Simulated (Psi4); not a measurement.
# Si2H5 (SMILES [SiH2][SiH3]) at UMP2/def2-TZVPP (density fitting, density fitting for correlation, sweep point 4)

What is the energy change on altering one bond length of Si2H5 at UMP2/def2-TZVPP (density fitting, density fitting for correlation, sweep point 4)? 

Program for the calculation: Psi4 1.11.

### Step 1. The structure to begin with

The species is Si2H5 (7 atoms), meant as a doublet with charge 0. SMILES: `[SiH2][SiH3]`. The coordinates come from a PBE0-D4/def2-TZVP relaxation.

Bond lengths: Si1–Si2 2.324 Å, Si1–H3 1.489 Å, Si1–H4 1.488 Å, Si2–H5 1.487 Å, Si2–H6 1.490 Å, Si2–H7 1.487 Å. Angles: Si1–Si2–H5 109.0°, Si1–Si2–H6 112.7°, Si1–Si2–H7 109.0°, Si2–Si1–H3 114.5°, Si2–Si1–H4 114.5°, H5–Si2–H6 108.5°, H5–Si2–H7 109.1°, H6–Si2–H7 108.5°, H3–Si1–H4 109.9°.

### Step 2. The energy at UMP2/def2-TZVPP (density fitting, density fitting for correlation, sweep point 4)

The input, calc.inp:

```
memory 1600 MB

molecule {
  0 2
  Si    -0.209600    -1.361200    -0.191100
  Si     0.357900     0.889200    -0.062000
  H     -0.002600    -2.123900     1.070300
  H     -1.573600    -1.624600    -0.725600
  H      0.210000     1.502800    -1.408000
  H     -0.495800     1.643100     0.898600
  H      1.774900     1.006800     0.372200
  symmetry c1
}

set basis def2-TZVPP
set reference uhf
set puream true
set scf_type df
set num_frozen_docc 10
set maxiter 150

e, wfn = energy("mp2", return_wfn=True)
```

The run is started by

```bash
$ psi4 calc.inp calc.out -n 1
```

calc.out:

```text
[...]
  Running in c1 symmetry.
[...]
  Nuclear repulsion =   82.797384022765954
[...]
  Multiplicity = 2
[...]
  Nalpha       = 17
  Nbeta        = 16
[...]
    Number of basis functions: 154
[...]
   @DF-UHF iter   1:  -580.69478105718110   -6.39059e-01   1.60105e-03 DIIS/ADIIS
[...]
   @DF-UHF iter  12:  -580.74857597029984   -5.33191e-11   9.76747e-09 DIIS
[...]
   @S^2 Observed:                7.597450953E-01
[...]
    Orbital Energies [Eh]
    ---------------------
    Alpha Occupied:
       1A    -68.779709     2A    -68.775285     3A     -6.131600
       4A     -6.126074     5A     -4.244902     6A     -4.234588
       7A     -4.234518     8A     -4.232369     9A     -4.232201
      10A     -4.231805    11A     -0.759841    12A     -0.673589
      13A     -0.503294    14A     -0.493500    15A     -0.476124
      16A     -0.424674    17A     -0.324094
    Alpha Virtual:
      18A      0.114352    19A      0.123114    20A      0.133998
      21A      0.146114    22A      0.157834    23A      0.177974
      24A      0.234477    25A      0.254787    26A      0.255323
[...]
  @DF-UHF Final Energy:  -580.74857597029984
   => Energetics <=
    Nuclear Repulsion Energy =             82.7973840227659537
    One-Electron Energy =                -969.7792636075816972
    Two-Electron Energy =                 306.2333036145157621
    Total Energy =                       -580.7485759702999530
  UHF NO Occupations:
  HONO-2 :   15  A 1.9995087
  HONO-1 :   16  A 1.9961197
[...]
 Multipole Moments:
 ------------------------------------------------------------------------------------
     Multipole            Electronic (a.u.)      Nuclear  (a.u.)        Total (a.u.)
 ------------------------------------------------------------------------------------
 L = 1.  Multiply by 2.5417464519 to convert [e a0] to [Debye]
 Dipole X            :          0.3995942           -0.3934292            0.0061651
 Dipole Y            :         -1.3397631            1.3612984            0.0215353
 Dipole Z            :         -0.7212844            0.7220243            0.0007400
 Magnitude           :                                                    0.0224126
[...]
```

Wall time 3.9 s (1 thread of Intel Xeon Platinum 8259CL at 2.50GHz (Skylake/Cascade Lake), shared host); peak memory 0.28 GiB.

### Step 3. The distorted shape at the same level

The input, h5si2.dat:

```
memory 1600 mb

molecule {
  0 2
  Si    -0.313103    -0.979839    -0.821818
  Si     0.254397     1.270561    -0.692718
  H     -0.002600    -2.123900     1.070300
  H     -1.677103    -1.243239    -1.356318
  H      0.106497     1.884161    -2.038718
  H     -0.599303     2.024461     0.267882
  H      1.671397     1.388161    -0.258518
  symmetry c1
}

set reference uhf
set puream true
set scf_type df
set num_frozen_docc 10
set maxiter 150

energy_value, wavefunction = energy('mp2/def2-TZVPP', return_wfn=True)
print_variables()
```

The run is started by

```bash
$ psi4 h5si2.dat h5si2.out -n 1
```

h5si2.out:

```text
[...]
  Running in c1 symmetry.
[...]
  Nuclear repulsion =   80.691669588540421
[...]
  Multiplicity = 2
[...]
  Nalpha       = 17
  Nbeta        = 16
[...]
    Number of basis functions: 154
[...]
   @DF-UHF iter   1:  -580.61136348729974   -7.45342e-01   1.58418e-03 DIIS/ADIIS
[...]
   @DF-UHF iter  17:  -580.66896650855995   -3.34239e-11   7.46248e-09 DIIS
[...]
   @S^2 Observed:                7.610675872E-01
[...]
    Orbital Energies [Eh]
    ---------------------
    Alpha Occupied:
       1A    -68.825995     2A    -68.788986     3A     -6.171895
       4A     -6.139630     5A     -4.284261     6A     -4.274129
       7A     -4.273981     8A     -4.246229     9A     -4.245588
      10A     -4.245276    11A     -0.764258    12A     -0.665218
      13A     -0.503520    14A     -0.501854    15A     -0.459881
      16A     -0.384733    17A     -0.331508
    Alpha Virtual:
      18A      0.045936    19A      0.111926    20A      0.120366
      21A      0.141106    22A      0.148082    23A      0.163950
      24A      0.230140    25A      0.247129    26A      0.250434
[...]
  @DF-UHF Final Energy:  -580.66896650855995
   => Energetics <=
    Nuclear Repulsion Energy =             80.6916695885404209
    One-Electron Energy =                -964.9795486791139183
    Two-Electron Energy =                 303.6189125820135359
    Total Energy =                       -580.6689665085599472
  UHF NO Occupations:
  HONO-2 :   15  A 1.9989184
  HONO-1 :   16  A 1.9960296
[...]
 Multipole Moments:
 ------------------------------------------------------------------------------------
     Multipole            Electronic (a.u.)      Nuclear  (a.u.)        Total (a.u.)
 ------------------------------------------------------------------------------------
 L = 1.  Multiply by 2.5417464519 to convert [e a0] to [Debye]
 Dipole X            :          0.2329677           -0.3044893           -0.0715216
 Dipole Y            :         -0.5592809            1.0335960            0.4743151
 Dipole Z            :         -1.7666124            1.2639985           -0.5026140
 Magnitude           :                                                    0.6947740
[...]
```

Wall time 4.2 s (1 thread of Intel Xeon Platinum 8259CL at 2.50GHz (Skylake/Cascade Lake), shared host); peak memory 0.28 GiB.

### Step 4. Results

Level: UMP2/def2-TZVPP (density fitting, density fitting for correlation, sweep point 4), 10 core orbitals frozen.

| quantity | value |
| --- | --- |
| first shape: total energy | -580.98720 Eh |
| first shape: HOMO energy (Hartree–Fock orbitals) (highest over α and β) | -8.82 eV |
| first shape: LUMO energy (Hartree–Fock orbitals) (lowest over α and β) | 0.96 eV |
| first shape: correlation energy (10 core orbitals frozen) | -238.6 mEh |
| first shape: ⟨S²⟩ of the reference determinant | 0.760 |
| distorted shape: total energy | -580.91057 Eh |
| distorted shape: HOMO energy (Hartree–Fock orbitals) (highest over α and β) | -9.02 eV |
| distorted shape: LUMO energy (Hartree–Fock orbitals) (lowest over α and β) | 0.54 eV |
| distorted shape: correlation energy (10 core orbitals frozen) | -241.6 mEh |
| distorted shape: ⟨S²⟩ of the reference determinant | 0.761 |
| energy change with the Si1–H3 bond stretched from 1.489 to 2.233 Å | 2.085 eV |

With the Si1–H3 bond stretched from 1.489 to 2.233 Å the energy rises by 2.09 eV (201 kJ/mol). The first shape isn't relaxed at this level, so the change isn't measured from a minimum.
